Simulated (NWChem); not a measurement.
A series in which one site is exchanged, each optimised at PBE0/def2-SVP with NWChem, gas phase unless a solvent is named. For some, no frequency run checked for a minimum. def2 effective core potentials on Cd, Te; no spin-orbit coupling.

A: [MgH2] (MgH2; site = Mg)
B: [TeH2] (H$_{2}$Te; site = Te)
C: [CdH2] (CdH$_{2}$; site = Cd)
D: S (H$_{2}$S; site = S)

Question: Rank them by lowest singlet excitation, B3LYP/def2-SVPD, TDA (eV), lowest first.

Answer: B (4.12), A (5.16), C (5.59), D (5.98)
